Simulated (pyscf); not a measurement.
H₃C–O–SiH: [singlet] + H₂ → SiH₂ [singlet] + H₃C–OH, a four-centre exchange (singlet surface; O–Si, H–H broken, H–Si, H–O formed). Optimised with ωB97X-D3(BJ)/def2-SVP in PySCF. Energies in eV from the separated reactants.

Small-basis levels: PySCF, no dispersion term, spherical d functions. AM1 to PM7: differences of heats of formation from MOPAC, which are fitted to 298 K values and so differ in kind from electronic energies by zero-point and thermal terms. 

```csv
level,barrier,reaction energy
HF/STO-3G,2.06,+1.05
HF/3-21G,1.98,+1.40
HF/6-31G*,2.03,+1.04
MP2/6-31G*,1.71,+1.58
SVWN5/6-31G*,0.75,+1.58
PBE/6-31G*,1.16,+1.46
B3LYP/STO-3G,1.35,+1.84
B3LYP/6-31G*,1.47,+1.40
AM1,2.02,+1.27
PM3,2.04,+2.60
PM6,1.92,+2.46
PM7,2.57,+2.70
ωB97M-D3(BJ)/def2-TZVP,1.32,+1.35
```

Against the last row the barrier runs from -0.57 (SVWN5/6-31G*) to +1.25 eV (PM7). ωB97M-D3(BJ)/def2-TZVP has limits of its own. On the product side the descent ends in an adduct with a O–Si contact, 1.03 eV under the separated species and 0.96 eV under the saddle at ωB97X-D3(BJ)/def2-TZVP. At ωB97M-D3(BJ) the saddle lies under the separated products, which points to a path from their complex (located at ωB97X-D3(BJ) alone), and parting the products costs more than the saddle. What is counted as broken (O–Si) persists as a longer contact in the product adduct; parting that adduct is a step of its own. At the saddle there is also a short H–Si contact that neither side keeps. One saddle was located; it need not be the lowest between these sides.
